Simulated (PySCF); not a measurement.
H2Si, SMILES [SiH2] (connectivity only; charge and spin as stated), charge +1, multiplicity 2. Atoms are numbered in the order given.

```xyz
3

Si     0.0000     0.0000    -0.0935
H      0.0000    -1.2898     0.6547
H      0.0000     1.2898     0.6547
```
Charge +1, spin multiplicity 2.

Geometry: PBE0-D3(BJ)/def2-TZVPD. The isomer is the one that the SMILES or the coordinates give; other isomers of the formula were not compared.

Calculation: PySCF with B3LYP/pcH-1.

Unrestricted Kohn–Sham, ⟨S²⟩ = 0.751. Hyperfine tensors hold the contact and dipolar terms, without spin-orbit corrections.

Computed hyperfine couplings:
```json
[
 {"nucleus": "29Si no. 1", "A(iso) (MHz)": "-765.5", "A(iso) (G)": "-273.2", "dipolar principal values (MHz)": "-190.0, 91.3, 98.7"},
 {"nucleus": "1H no. 2", "A(iso) (MHz)": "218.5", "A(iso) (G)": "78.0", "dipolar principal values (MHz)": "-8.3, -2.0, 10.3"},
 {"nucleus": "1H no. 3", "A(iso) (MHz)": "218.5", "A(iso) (G)": "78.0", "dipolar principal values (MHz)": "-8.3, -2.0, 10.3"}
]
```

**Question.** And the g tensor (effective nuclear charges for spin-orbit coupling, GIAO)? (An estimate is asked for; the answer gives what the named calculation found.)

**Answer.** principal values 1.9821, 2.0025, 2.0056; isotropic 1.9967.
